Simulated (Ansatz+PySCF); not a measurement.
Two shapes of singlet CH3O(-).

Shape 1:

```xyz
5

C     0.0000    0.0000   -0.5080
O     0.0000    0.0000    0.7814
H     0.0000   -1.0305   -1.0677
H    -0.8925    0.5153   -1.0677
H     0.8925    0.5153   -1.0677
```

Shape 2:

```xyz
5

C     0.0199   -0.0392   -0.4842
O    -0.0005    0.0436    0.7569
H    -0.0310   -1.0521   -1.1004
H    -0.9238    0.4763   -1.0691
H     0.8577    0.4795   -1.0648
```

Basis set: def2-SVP (spherical functions). Left uncorrelated: 2 orbitals. Charge -1, multiplicity 1.

Computed with Ansatz (development build ahead of 0.2.0); each method stands on the lowest determinant of its kind that the runs found.

Which shape is lower in energy, and by how much in each method?

```tsv
method	E(2) − E(1) (eV)
UHF	0.166
RHF-CCSD(T)	0.162
PBE0 (restricted)	0.131
PBE0 (unrestricted)	0.131
ωB97X (unrestricted)	0.146
```

Shape 1 is lower. Caution: no diffuse functions for an anion.
